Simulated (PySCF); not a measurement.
# 3-chloro-1-butyne, C₄H₅Cl

Geometry:
```json
{"atom": "C1", "x (Å)": "2.273", "y (Å)": "0.291", "z (Å)": "0.078"}
{"atom": "C2", "x (Å)": "1.084", "y (Å)": "0.370", "z (Å)": "0.208"}
{"atom": "C3", "x (Å)": "-0.355", "y (Å)": "0.423", "z (Å)": "0.361"}
{"atom": "C4", "x (Å)": "-1.061", "y (Å)": "-0.727", "z (Å)": "-0.331"}
{"atom": "Cl5", "x (Å)": "-0.978", "y (Å)": "1.993", "z (Å)": "-0.276"}
{"atom": "H6", "x (Å)": "3.330", "y (Å)": "0.229", "z (Å)": "-0.034"}
{"atom": "H7", "x (Å)": "-0.606", "y (Å)": "0.441", "z (Å)": "1.423"}
{"atom": "H8", "x (Å)": "-0.842", "y (Å)": "-0.719", "z (Å)": "-1.398"}
{"atom": "H9", "x (Å)": "-0.713", "y (Å)": "-1.672", "z (Å)": "0.091"}
{"atom": "H10", "x (Å)": "-2.139", "y (Å)": "-0.646", "z (Å)": "-0.187"}
```

The calculation used quadratic response CAM-B3LYP/def2-TZVPD first hyperpolarisability, Taylor convention, gas phase (PySCF). Geometry: PBE0-D3(BJ)/def2-TZVP.

Question: Give the tensor of the second harmonic β(−2ω;ω,ω) at 1064 nm in the axes of these coordinates.

Answer: In au, Taylor convention; rows are the first index (the induced dipole):
```
      xx    yy     zz     xy    xz    yz
x  +42.1  -7.8   -6.5  -20.2  -0.2  +1.6
y  -19.9  -4.0   +0.8   -8.0  +1.5  -8.8
z   +0.2  -8.4  +33.7   +1.6  -6.9  +0.7
```
Norm of βᵢ = ⅓ Σⱼ (βᵢⱼⱼ + βⱼᵢⱼ + βⱼⱼᵢ): 43.9 au, hyper-Rayleigh value 24.4 au.
